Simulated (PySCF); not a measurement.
C4H10N2.
Atom-mapped SMILES: `[H]/[N:6]=[CH:5]/[CH2:4][NH:3][CH2:2][CH3:1]` (hydrogens: H7, H8, H9 on C1; H10, H11 on C2; H12 on N3; H13, H14 on C4; H15 on C5; H16 on N6)

Computed geometry: GFN2-xTB, gas phase.

(1) Give the optimised bond lengths and angles.

Answers

(1) 
```tsv
bond	length (Å)
C1–C2	1.522
C2–N3	1.455
N3–C4	1.445
C4–C5	1.504
C5=N6	1.254
C1–H7, C1–H8, C1–H9	1.087
C2–H10, C2–H11	1.098
N3–H12	1.017
C4–H13, C4–H14	1.097
C5–H15	1.101
N6–H16	1.017
```

Bonds in one row agree within 0.01 Å and their mean is given. A selection of angles:
```tsv
angle	degrees
C2–C1–H7	110.0
H7–C1–H8	109.1
C1–C2–N3	109.9
C1–C2–H10	109.5
N3–C2–H10	112.3
N3–C2–H11	107.4
H10–C2–H11	108.1
C2–N3–C4	113.8
C2–N3–H12	108.5
C4–N3–H12	108.2
N3–C4–C5	115.9
N3–C4–H13	108.4
N3–C4–H14	109.0
C5–C4–H13	107.2
C5–C4–H14	108.9
H13–C4–H14	107.1
C4–C5–N6	120.6
C4–C5–H15	114.2
N6–C5–H15	125.2
C5–N6–H16	116.1
```

Torsions: C1–C2–N3–C4 -179° (antiperiplanar); C2–N3–C4–C5 73° (synclinal); N3–C4–C5–N6 9° (synperiplanar); H16–N6–C5–C4 179° (antiperiplanar). The mirror-image conformer, all signs reversed, is as good.

N3 (secondary amine nitrogen) is pyramidal (angles 113.8°, 108.5° and 108.2°, sum 330.6°, 0.41 Å off the plane of its three neighbours). The 3 C–N bonds span 1.254 Å (C5=N6, drawn double) to 1.455 Å (C2–N3, drawn single), a spread of 0.201 Å. Of the pairs four or more bonds apart, N6···H12 is among the closest relative to their van der Waals radii: 2.52 Å, 92 % of the sum of Bondi's values.

Point group: C1 (no symmetry element, even within 0.4 Å). GFN2-xTB frequencies: not computed here. One conformer, not necessarily the lowest.
